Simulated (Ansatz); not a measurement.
# BHS (quintet): the correlation ladder, def2-TZVPP

An exercise on one series of results from a longer session: the logs are not shown, and one member is left open.

Method: def2-TZVPP, core rule «outside noble gas», up to 6 orbitals frozen; program: Ansatz 0.2.0, Gaussian basis.

To be run: UHF; ROHF; CCSD(T) on UHF.

2 further runs of the same task are left out: 2 set aside as unsound or not needed.

### The geometry

The geometry is a PBE0/def2-TZVP stationary point (not a proven minimum) of the parent state, kept for this charge and spin.

3 atoms, charge 0, spin multiplicity 5.

Atoms are counted from 1 here; the program's logs count them from 0.

Bond lengths: B1–S2 1.710 Å, S2–H3 1.369 Å. Angles: B1–S2–H3 103.8°.

The first run:

Input file in.yaml:

```yaml
crystal:
  periodic: [false, false, false]
  atoms:
    - {symbol: B, position_ang: [0.000000, 0.089300, 1.293314]}
    - {symbol: S, position_ang: [0.000000, -0.068618, -0.409085]}
    - {symbol: H, position_ang: [0.000000, 1.225097, -0.857906]}
basis:
  gaussian: {orbitals: def2-TZVPP}
magnetization: {spin_polarized: true, initial_magnetization: 4}
hamiltonian: {xc: hf}
output: {orbitals: {seedname: orbitals}}
```

Started as:

```console
$ ansatz run in.yaml --threads 1 --pin off --events-out ev --progress --plain --max-ram 4096MiB --backend cpu
```

Steps of the session up to this table: UHF; ROHF; CCSD(T) on UHF.

One of the session's tables, all rows but one given; the rest of the session is left out.

It belongs to the step «Misses and costs». 

```
  method  from UCCSD(T) (kJ/mol)
    ROHF                  +627.2
     UHF                       ?
    UMP2                  +106.4
   UCCSD                   +23.5
UCCSD(T)                       0
```

**Question.** Estimate the row for UHF.

As computed: from UCCSD(T) (kJ/mol): +607.6. In the column «from UCCSD(T) (kJ/mol)» it lies between UMP2 (+106.4) and ROHF (+627.2).
